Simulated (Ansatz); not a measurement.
# C4H4O2: a ladder of functionals and wavefunction methods

How much do the methods differ for C4H4O2? The plan is to run it at one geometry with functionals of several rungs and with coupled cluster, and see how far each lands from CCSD(T) at the basis-set limit for the atomisation energy.

Computed with Ansatz 0.2.0, Gaussian basis. Level: functionals in def2-TZVPP, the program's frozen cores in correlated methods.

Plan: PBE-D4, r2SCAN-D4, PBE0-D4, B3LYP-D4, ωB97X-V, ωB97M-V, B2PLYP; CCSD(T)/def2-TZVPP; MP2/def2-QZVPP; extrapolation to the limit.

## Step 1: The geometry

An earlier PBE0-D4 in a triple-zeta def2 set relaxation fixed the geometry.

SMILES `C#CCC(=O)O`, 10 atoms, charge 0, spin multiplicity 1.

Atoms are counted from 1 here; the program's logs count them from 0.

Bond lengths: C1–C2 1.199 Å, C1–H7 1.064 Å, C2–C3 1.448 Å, C3–C4 1.515 Å, C3–H8 1.094 Å, C3–H9 1.095 Å, C4–O5 1.199 Å, C4–O6 1.334 Å, O6–H10 0.968 Å. Angles: C2–C1–H7 179.4°, C1–C2–C3 178.7°, C2–C3–C4 117.3°, C2–C3–H8 110.8°, C2–C3–H9 110.4°, C4–C3–H8 106.2°, C4–C3–H9 105.9°, H8–C3–H9 105.5°, C3–C4–O5 122.6°, C3–C4–O6 113.8°, O5–C4–O6 123.6°, C4–O6–H10 106.5°.

## Step 2: PBE-D4 (GGA)

File in.yaml:

```yaml
crystal:
  periodic: [false, false, false]
  atoms:
    - {symbol: C, position_ang: [1.374682, -1.873417, -0.237477]}
    - {symbol: C, position_ang: [0.467008, -1.153506, 0.069583]}
    - {symbol: C, position_ang: [-0.646512, -0.310425, 0.453385]}
    - {symbol: C, position_ang: [-0.622644, 1.128768, -0.018536]}
    - {symbol: O, position_ang: [-1.544008, 1.878287, 0.148431]}
    - {symbol: O, position_ang: [0.516124, 1.481022, -0.617814]}
    - {symbol: H, position_ang: [2.185837, -2.504018, -0.514815]}
    - {symbol: H, position_ang: [-1.592034, -0.731525, 0.099565]}
    - {symbol: H, position_ang: [-0.734303, -0.267321, 1.544440]}
    - {symbol: H, position_ang: [0.421151, 2.412635, -0.863463]}
basis:
  gaussian: {orbitals: def2-TZVPP}
hamiltonian: {xc: pbe, dispersion: d4}
output: {forces: true, orbitals: {seedname: orbitals}}
```

Further steps of the session: r2SCAN-D4 (meta-GGA); PBE0-D4 (hybrid); B3LYP-D4 (hybrid); ωB97X-V (range-separated); ωB97M-V (range-separated); B2PLYP (double hybrid); CCSD(T) in def2-TZVPP; MP2 in def2-QZVPP.

**Question.** What will the summary of the whole plan be? Wanted: atomisation energy, CCSD(T)/CBS; farthest; mean size of error, hybrid; mean size of error, range-separated; gap, smallest and largest; T1 diagnostic; triples share of the correlation energy.

The runs gave:

```
                               quantity                                 value
        atomisation energy, CCSD(T)/CBS                         4528.4 kJ/mol
 functionals within 22.6 kJ/mol (0.5 %)                     B3LYP-D4, ωB97X-V
                               farthest                PBE-D4 (+199.9 kJ/mol)
             mean size of error, hybrid                           26.4 kJ/mol
    mean size of error, range-separated                           14.3 kJ/mol
              gap, smallest and largest  5.27 eV (PBE-D4), 12.64 eV (ωB97X-V)
                          T1 diagnostic                                0.0147
triples share of the correlation energy                                 4.4 %
```

In words: PBE-D4 is off by +199.9 kJ/mol. Double hybrids carry the basis error of their MP2 part in triple zeta, and no dispersion term here, so their miss is partly the set-up's. Misses under about 22.6 kJ/mol are within the doubt on the reference itself, which lacks core-valence correlation, relativity and higher excitations. Hartree-Fock recovers 70 % of the binding; the rest is correlation. Orbital gaps span 5.3 to 12.6 eV; exact exchange widens them.
